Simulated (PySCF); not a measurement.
## Basis-set dependence of LiN at PBE

PySCF, UKS reference; triplet, unpaired electrons π ↑↑; De to Li + N without counterpoise correction.

```csv
basis,relativity,functions,Re (Å),ωe (cm⁻¹),De (eV),μ (D)
3-21G,no relativity,18,1.908,642,1.79,-4.50
"6-31G(d,p)",no relativity,28,1.912,625,1.76,-5.46
jorge-DZP-DKH,spin-free X2C,30,1.941,593,1.73,-5.96
pcseg-2,no relativity,45,1.881,639,1.93,-6.38
x2c-TZVPPall,spin-free X2C,50,1.882,639,1.88,-6.29
cc-pVTZ,no relativity,60,1.879,640,1.93,-6.18
```

How does each smaller set differ from the one with most functions, cc-pVTZ?

3-21G: +2.9 pm, +0.3 % in ωe, -0.14 eV in De; 6-31G(d,p): +3.3 pm, -2.3 % in ωe, -0.17 eV in De; jorge-DZP-DKH: +6.2 pm, -7.3 % in ωe, -0.20 eV in De; pcseg-2: +0.2 pm, -0.2 % in ωe, +0.00 eV in De; x2c-TZVPPall: +0.3 pm, -0.2 % in ωe, -0.05 eV in De. All at PBE; the set with most functions is neither the basis-set limit nor always the best. The rows treat relativity differently, so the differences are not basis effects alone.

A positive dipole means Li(−)N(+). 3-21G is very small, so such numbers show the basis as much as the molecule. The state was picked by a PBE0 search and need not be the measured ground state.
